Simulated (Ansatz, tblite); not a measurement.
# Wurtzite AlN: properties by level of theory

Reference values: lattice constant a 3.111 Å (measured, low temperature, extrapolated to low temperature; as tabulated in arXiv:1206.3780); lattice parameter c 4.979 Å (measured, low temperature, extrapolated to low temperature; as tabulated in arXiv:1206.3780).

| level (code) | equilibrium lattice constant a (Å) | c axis length (Å) |
|---|---|---|
| GFN1-xTB (tblite) | 3.316 | 5.446 |
| rVV10 (Ansatz) | 3.133 | 5.035 |
| PBE0 (Ansatz) | 3.105 | 4.968 |

Differences from the reference values (errors of the level alone only where the reference is corrected to a static lattice):

```csv
level,lattice constant a (%),lattice parameter c (%)
GFN1-xTB,+6.59,+9.38
rVV10,+0.71,+1.12
PBE0,-0.19,-0.22
```

Nearest: lattice constant a, not ranked (one source); lattice parameter c, not ranked (one source).

Caveats: the gap of the solid is closed in this run (GFN1-xTB); the method was fitted mainly to molecules (GFN1-xTB); the run uses a supercell at the zone centre in place of a k mesh (GFN1-xTB). Ansatz's density-functional and Hartree–Fock values are scalar-relativistic unless marked +SOC, with PAW data made under PBE.

Differences are worked out from the printed values.

Ansatz is a quantum-chemistry and plane-wave program.
